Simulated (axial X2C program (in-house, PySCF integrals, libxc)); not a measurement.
CCl: cheaper levels and CCSD(T), two-component

Calculated with an axial X2C code built on PySCF integrals. Two-component (2c) means X2C with spin–orbit coupling and atomic mean-field two-electron Coulomb and Gaunt terms. Basis: Cl dyall-av3z [9s8p3d2f], C dyall-v3z [7s6p2d1f] (cores contracted in-house); Gaussian nuclei, density fitting, unrestricted open shells. Masses: Cl 34.969 u, C 12.000 u.

State: Ω = 1/2 (⟨Sz⟩ = -0.50, ⟨Lz⟩ = 1.00 at HF); fragments Cl + C.

```csv
level,Re (Å),ωe (cm⁻¹),De (eV)
PBE0,1.650,889.3,4.26
HF,1.665,869.6,2.09
MP2,1.645,899.0,4.06
CCSD,1.658,877.4,3.75
PBE,1.666,852.4,4.61
```

Correlated methods: 11 electrons correlated (number of frozen shells: Cl 2 s, 1 p; C 1 s), 171 virtual spin orbitals or spinors in MP2, 90 natural virtuals in coupled cluster.

CCSD(T), same Hamiltonian and basis:

Re = 1.662 Å, ωe = 867.9 cm⁻¹, De = 3.95 eV; T1 = 0.021 (Lee–Taylor normalisation).

(1) Give the differences from CCSD(T) in the columns below.

One determinant describes the state; a PBE0 search over occupations chose it and may have missed a lower one. Dissociation energies refer to the lowest single-determinant-based atoms at the same level and basis. Density functionals use the spin component along the axis (collinear). Coupled cluster ran in a truncated set of natural virtual spinors; the MP2 energy of the rest was added. (T) has no such correction and the atoms are truncated less, which lowers De at CCSD(T) by a hundredth of an eV or more. The 2c atoms are single determinants rather than J levels; their spin–orbit lowering is only partly caught, and De is too large by that part. This holds for PBE0, MP2, CCSD, PBE, CCSD(T). The functionals have no current-density term, which raises determinants with orbital currents, atoms included.

Results:

(1) 

```csv
level,ΔRe (Å),Δωe (cm⁻¹),ΔDe (eV)
PBE0,-0.012,21,0.31
HF,0.003,2,-1.86
MP2,-0.017,31,0.11
CCSD,-0.004,10,-0.20
PBE,0.004,-16,0.66
```
